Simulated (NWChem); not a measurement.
SiH4; SMILES [SiH4]

```xyz
5

Si     0.0000     0.0000     0.0000
H     -0.8618     0.8618     0.8618
H      0.8618    -0.8618     0.8618
H      0.8618     0.8618    -0.8618
H     -0.8618    -0.8618    -0.8618
```
Atoms are numbered in this order, from 1.

The geometry was optimised at PBE0/def2-SVP. B3LYP is NWChem's, with the RPA form of VWN correlation.

### Question
List the 4 lowest vertical singlet excitations from B3LYP/6-31G* (spherical d), TDA (NWChem).

### Answer
| state | energy (eV) | oscillator strength | leading excitation (squared amplitude) |
|---|---|---|---|
| S1 | 9.59 | 0.000 | HOMO−1 → LUMO (0.50) |
| S2 | 9.59 | 0.000 | HOMO−2 → LUMO (0.50) |
| S3 | 9.59 | 0.000 | HOMO−2 → LUMO+1 (0.50) |
| S4 | 9.85 | 0.000 | HOMO−1 → LUMO (0.50) |
